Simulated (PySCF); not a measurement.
Problem. Write Cartesian coordinates for `NC[C@H]1[C@H]2C[C@@H]12` as optimised with GFN2-xTB.

Solution. 
```
atom  x, y, z in Å
N1    -2.0250   -0.5657   -0.6970
C2    -0.9243   -1.0251    0.1366
C3    -0.2320    0.0968    0.9005
C4     1.2431    0.1743    1.1496
C5     1.6943    0.2757   -0.2727
C6     0.5960    1.1552    0.2332
H7    -1.6744    0.0924   -1.3865
H8    -2.7070   -0.0719   -0.1293
H9    -0.2276   -1.5596   -0.5099
H10   -1.3286   -1.7436    0.8557
H11   -0.8567    0.4629    1.7167
H12    1.7950    0.2707    2.0607
H13    2.6564    0.7424   -0.4498
H14    1.4780   -0.5183   -0.9747
H15    0.5081    2.2218    0.2428
```

Any rigid rotation of these coordinates is as good. Atoms count from 1 in this order. N1 (primary amine nitrogen) is pyramidal (angles 110.0°, 109.4° and 107.2°, sum 326.6°, 0.39 Å off the plane of its three neighbours). The 3-membered ring C3–C4–C6 has internal angles of 59.6° to 60.3°. Of the pairs four or more bonds apart, H9···H14 is among the closest relative to their van der Waals radii: 2.05 Å, 85 % of the sum of Bondi's values. The C–C distances run from 1.490 Å (C4–C6, drawn single) to 1.524 Å (C2–C3, drawn single), a spread of 0.034 Å.

Bonds between heavy atoms (Å): N1–C2 1.455, C2–C3 1.524, C3–C4 1.498, C4–C5 1.496, C5–C6 1.495, C3–C6 1.500, C4–C6 1.490.

Structure optimised with GFN2-xTB, isolated species.

Point group: C1 (no symmetry element, even within 0.4 Å). GFN2-xTB frequencies: not computed here. The numbers are those of one conformer (H–N1–C2–C3 60° and -57°, N1–C2–C3–C4 -142°).
